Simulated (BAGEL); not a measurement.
**UHF/def2-SVPD (density fitting with qzvpp-jkfit) run of B2NH4 (SMILES B[N]B)**

What is the vertical electron affinity of B2NH4 at UHF/def2-SVPD (density fitting with qzvpp-jkfit)? 

The results are computed with BAGEL 1.2.2.

3 further runs of the same task are left out: 3 set aside as unsound or not needed.

## 1. The structure to begin with

B2NH4 has 7 atoms, charge 0, and is taken as a doublet. As SMILES, `B[N]B`. The coordinates come from a PBE0-D4/def2-TZVP relaxation.

Bond lengths: B1–N2 1.364 Å, N2–B3 1.364 Å, B1–H4 1.203 Å, B1–H5 1.203 Å, B3–H6 1.203 Å, B3–H7 1.203 Å. Angles: B1–N2–B3 179.5°, N2–B1–H4 120.0°, N2–B1–H5 119.8°, N2–B3–H6 119.8°, N2–B3–H7 120.0°, H4–B1–H5 120.2°, H6–B3–H7 120.2°.

## 2. A single-point energy at UHF/def2-SVPD (density fitting with qzvpp-jkfit)

hf.json reads:

```json
{ "bagel" : [

{
  "title" : "molecule",
  "basis" : "def2-svpd.json",
  "df_basis" : "qzvpp-jkfit",
  "angstrom" : true,
  "geometry" : [
    { "atom" : "B", "xyz" : [   -1.116900,    0.208400,   -0.746200 ] },
    { "atom" : "N", "xyz" : [    0.009000,   -0.016800,   -0.009000 ] },
    { "atom" : "B", "xyz" : [    1.134500,   -0.230000,    0.732300 ] },
    { "atom" : "H", "xyz" : [   -1.409700,   -0.541000,   -1.640600 ] },
    { "atom" : "H", "xyz" : [   -1.814200,    1.157300,   -0.499400 ] },
    { "atom" : "H", "xyz" : [    1.422300,    0.533400,    1.616700 ] },
    { "atom" : "H", "xyz" : [    1.836300,   -1.179100,    0.500500 ] }
  ]
},
{
  "title" : "uhf",
  "nopen" : 1
},
{
  "title" : "print",
  "file" : "orbitals.molden",
  "orbitals" : true
}

]}
```

The basis set def2-SVPD is read from a file made from the Basis Set Exchange's data (not shown).

The run is started by

```bash
BAGEL_NUM_THREADS=1 BAGEL hf.json > hf.out
```

The log of the run:

```text
* using 1 threads per process

  ===============================================================
  ===============================================================

  *** Geometry ***

  { "atom" : "B", "xyz" : [     -2.110635,      0.393819,     -1.410114 ] },
  { "atom" : "N", "xyz" : [      0.017008,     -0.031747,     -0.017008 ] },
  { "atom" : "B", "xyz" : [      2.143894,     -0.434637,      1.383846 ] },
  { "atom" : "H", "xyz" : [     -2.663947,     -1.022342,     -3.100285 ] },
  { "atom" : "H", "xyz" : [     -3.428341,      2.186980,     -0.943729 ] },
  { "atom" : "H", "xyz" : [      2.687757,      1.007980,      3.055120 ] },
  { "atom" : "H", "xyz" : [      3.470104,     -2.228176,      0.945808 ] },

  Number of auxiliary basis functions:      299

  Since a DF basis is specified, we compute 2- and 3-index integrals:
    o Being stored without compression. Storage requirement is 0.020 GB

  Number of basis functions:       92
  Number of electrons      :       21

    * METHOD: MOLECULE                             0.09

  *** Open-shell HF ***

  === Nuclear Repulsion ===
    51.5036701533

      * DIIS with orbital gradients will be used.

  === UHF iteration (def2-svpd.json) ===
      0       -105.85524641          0.03736741           0.05
      1       -105.98169908          0.02933226           0.05
      2       -106.03551746          0.01673392           0.05
      3       -106.06832523          0.00287354           0.04
      4       -106.07224679          0.00077619           0.04
      5       -106.07273786          0.00013226           0.05
      6       -106.07278603          0.00002526           0.05
      7       -106.07279678          0.00001097           0.04
      8       -106.07280102          0.00000533           0.05
      9       -106.07280225          0.00000175           0.05
     10       -106.07280228          0.00000081           0.04
     11       -106.07280229          0.00000046           0.04
     12       -106.07280230          0.00000013           0.06
     13       -106.07280230          0.00000004           0.04
     14       -106.07280230          0.00000002           0.05
     15       -106.07280230          0.00000001           0.05
    * SCF iteration converged.

    * S^2 (UHF) is 0.7697

    * Permanent dipole moment:
           (   -0.000242,     0.000467,     0.000651) a.u.

    * METHOD: UHF                                  0.82

    * METHOD: PRINT                                0.01

  ===============================================================
```

Run time: 1.3 s. Hardware: 1 thread of Intel Xeon Platinum 8488C (Sapphire Rapids), shared host; peak memory 0.08 GiB.

## 3. The singlet anion

input.json reads:

```json
{ "bagel" : [

{
  "title" : "molecule",
  "basis" : "def2-svpd.json",
  "df_basis" : "qzvpp-jkfit",
  "angstrom" : true,
  "geometry" : [
    { "atom" : "B", "xyz" : [   -1.116900,    0.208400,   -0.746200 ] },
    { "atom" : "N", "xyz" : [    0.009000,   -0.016800,   -0.009000 ] },
    { "atom" : "B", "xyz" : [    1.134500,   -0.230000,    0.732300 ] },
    { "atom" : "H", "xyz" : [   -1.409700,   -0.541000,   -1.640600 ] },
    { "atom" : "H", "xyz" : [   -1.814200,    1.157300,   -0.499400 ] },
    { "atom" : "H", "xyz" : [    1.422300,    0.533400,    1.616700 ] },
    { "atom" : "H", "xyz" : [    1.836300,   -1.179100,    0.500500 ] }
  ]
},
{
  "title" : "hf",
  "charge" : -1
},
{
  "title" : "print",
  "file" : "orbitals.molden",
  "orbitals" : true
}

]}
```

The basis set def2-SVPD is read from a file made from the Basis Set Exchange's data (not shown).

The run is started by

```bash
BAGEL_NUM_THREADS=1 BAGEL input.json > input.out
```

The log of the run:

```text
* using 1 threads per process

  ===============================================================
  ===============================================================

  *** Geometry ***

  { "atom" : "B", "xyz" : [     -2.110635,      0.393819,     -1.410114 ] },
  { "atom" : "N", "xyz" : [      0.017008,     -0.031747,     -0.017008 ] },
  { "atom" : "B", "xyz" : [      2.143894,     -0.434637,      1.383846 ] },
  { "atom" : "H", "xyz" : [     -2.663947,     -1.022342,     -3.100285 ] },
  { "atom" : "H", "xyz" : [     -3.428341,      2.186980,     -0.943729 ] },
  { "atom" : "H", "xyz" : [      2.687757,      1.007980,      3.055120 ] },
  { "atom" : "H", "xyz" : [      3.470104,     -2.228176,      0.945808 ] },

  Number of auxiliary basis functions:      299

  Since a DF basis is specified, we compute 2- and 3-index integrals:
    o Being stored without compression. Storage requirement is 0.020 GB

  Number of basis functions:       92
  Number of electrons      :       21

    * METHOD: MOLECULE                             0.10

  *** RHF ***

  === Nuclear Repulsion ===
    51.5036701533

      * DIIS with orbital gradients will be used.

  === RHF iteration (def2-svpd.json) ===
      0       -105.80282594          0.02469344           0.02
      1       -105.92524735          0.02128932           0.02
      2       -106.06591028          0.00184800           0.02
      3       -106.06764917          0.00024655           0.02
      4       -106.06769876          0.00008736           0.02
      5       -106.06770880          0.00002602           0.02
      6       -106.06770964          0.00000542           0.02
      7       -106.06770967          0.00000148           0.02
      8       -106.06770967          0.00000047           0.02
      9       -106.06770967          0.00000028           0.02
     10       -106.06770967          0.00000013           0.02
     11       -106.06770967          0.00000003           0.02
     12       -106.06770967          0.00000001           0.03
    * SCF iteration converged.

    * Permanent dipole moment:
           (    0.000137,    -0.000553,    -0.000108) a.u.

    * METHOD: HF                                   0.39

    * METHOD: PRINT                                0.01

  ===============================================================
```

Wall time 0.82 s (1 thread of Intel Xeon Platinum 8488C (Sapphire Rapids), shared host); peak memory 0.08 GiB.

## 4. Results

Level: UHF/def2-SVPD (density fitting with qzvpp-jkfit).

| quantity | value |
| --- | --- |
| doublet B2NH4: total energy | -106.07280 Eh |
| doublet B2NH4: dipole moment | 0.00 D |
| doublet B2NH4: ⟨S²⟩ | 0.770 |
| singlet anion: total energy | -106.06771 Eh |
| singlet anion: HOMO energy | -2.11 eV |
| singlet anion: LUMO energy | 6.17 eV |
| singlet anion: HOMO–LUMO gap (to an unbound level, set by the basis) | 8.28 eV |
| vertical electron affinity (to the singlet anion) | -0.139 eV |

What this shows: The anion lies 0.14 eV (3.2 kcal/mol) above the neutral: the electron isn't bound at this level, and such a value depends on the basis. Hartree–Fock misses the correlation that binds many anions.
